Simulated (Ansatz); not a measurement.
H2P (SMILES [PH2]) moved off its minimum; all values from Ansatz (an electronic-structure program), cores frozen in correlated methods. Open shells are unrestricted.
(charge 0, multiplicity 2)
```xyz
3

P      0.0989     0.2212    -0.0084
H     -1.0501    -0.8836    -0.0460
H      1.0321    -0.9070    -0.0499
```

Forces at wB97M-V/def2-TZVPP (eV/Å):

| atom | Fx | Fy | Fz |
|---|---|---|---|
| P1 | -1.238 | -2.676 | -0.093 |
| H2 | 1.601 | 1.852 | 0.063 |
| H3 | -0.363 | 0.824 | 0.030 |

Give the forces (eV/Å), the total energy and the dipole at CCSD(T)/aug-cc-pV(T+d)Z.


| atom | Fx | Fy | Fz |
|---|---|---|---|
| P1 | -1.201 | -2.506 | -0.087 |
| H2 | 1.495 | 1.757 | 0.060 |
| H3 | -0.295 | 0.749 | 0.027 |
Energy -342.0520 hartree, dipole 0.34 D.
